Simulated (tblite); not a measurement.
H5OSi2 (charge -1).
Numbering: `[SiH2-:1][O:2][SiH3:3]` (hydrogens: H4, H5 on Si1; H6, H7, H8 on Si3)

Geometry (GFN2-xTB, Å), atoms numbered from 1 in this order:
```xyz
8
H5OSi2 angstrom
Si     1.7805   -0.5842    0.7322
O      0.0410   -0.2901    0.8424
Si    -1.1221    0.2375   -0.0524
H      1.7969   -1.3602   -0.5591
H      2.1999    0.7516    0.1757
H     -0.9616    1.6340   -0.5207
H     -1.3814   -0.5659   -1.2700
H     -2.3442    0.1867    0.7827
```

Computed with GFN2-xTB (tblite): harmonic, unscaled wavenumbers at the GFN2-xTB geometry, gas phase. The method is semi-empirical: single wavenumbers can be off by several per cent or more. Modes of hydrogen on silicon can be 10 to 20 % off. One conformer, not necessarily the lowest.

Harmonic wavenumbers (cm⁻¹): 69.8, 97.6, 131.2, 416.2, 604.8, 644.8, 659.3, 734.9, 823.8, 852.6, 874.8, 925.8, 1125.4, 1722.7, 1787.7, 2036.2, 2042.4, 2103.9.

A = 34067, B = 3180, C = 3102 MHz; mass 76.988 u (most abundant isotopes); point group Cs, symmetry number 1.

**Question.** What is the zero-point energy?

**Answer.** Half the sum of the wavenumbers: 8827 cm⁻¹ = 25.24 kcal/mol.

**Question.** What is S at 298.15 K and 1 bar for an ideal gas of classical rigid rotors and harmonic oscillators?

**Answer.** Translation 38.96, rotation 24.37, vibration 13.64: S = 77.0 cal/(mol K).

**Question.** And Cp and H(298.15 K) − H(0)?

**Answer.** Cp = 21.39 cal/(mol K), of which vibrations give 13.44 (their classical limit is 18 R = 35.8); H(298.15 K) − H(0) = 4.44 kcal/mol without the zero-point energy, 2.07 from vibrations.

**Question.** Blend soft modes into free rotors: weight 1/[1 + (100 cm⁻¹/ν̃)⁴] for the oscillator and the rest for a rotor with moment μB/(μ + B), μ = h/(8π²ν), B = 10⁻⁴⁴ kg m². What vibrational entropy results?

**Answer.** 12.47 cal/(mol K) in place of 13.64, which changes −T·S at 298.15 K by +0.35 kcal/mol.

**Question.** How do the functions run with temperature in this model?

**Answer.** 
```
T (K)  S (cal/(mol K))  Cp (cal/(mol K))  H − H(0) (kcal/mol)  G − H(0) (kcal/mol)  ln q(vib)
  100             59.2              13.2                 1.07                -4.85       0.91
  200             69.4              16.9                 2.56               -11.32       2.20
  300             77.1              21.5                 4.48               -18.65       3.39
  500             89.9              28.5                 9.53               -35.40       5.69
  800            104.8              34.8                19.12               -64.69       8.87
 1000            112.8              37.2                26.33               -86.47      10.80
```

q(vib) and H(0) count from the zero-point level.

Hindered rotation and anharmonicity are outside this model. Other conformers, if any are populated, would add a mixing term that is left out.
